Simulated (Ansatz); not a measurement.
**Cadmium, hcp: convergence with cold smearing**

Computed with Ansatz, LDA, scalar-relativistic PAW, on the relaxed cell (a = 2.882 Å, c = 5.638 Å (c/a = 1.957); spin not included). Errors count from a run at 420 eV on a Γ-centred 21×21×9 mesh with Fermi-Dirac smearing of 0.1 eV, extrapolated to zero width. Fixed here: cutoff 420 eV, mesh 13×13×6. The SCF starts from atomic densities corrected by a trained network.

| width (eV) | E(σ→0) error (meV/atom) | F error (meV/atom) | P (GPa) | SCF iterations |
| --- | --- | --- | --- | --- |
| 0.01 | -1.9 | -1.9 | 0.05 | 6 |
| 0.03 | -1.9 | -1.9 | 0.05 | 6 |
| 0.1 | -2.0 | -1.7 | 0.07 | 6 |
| 0.2 | -1.4 | -0.9 | 0.06 | 5 |
| 0.3 | -1.3 | -0.1 | 0.04 | 6 |
| 0.6 | 1.6 | 4.2 | 0.08 | 6 |
| 1.0 | 5.3 | 8.2 | 0.20 | 6 |
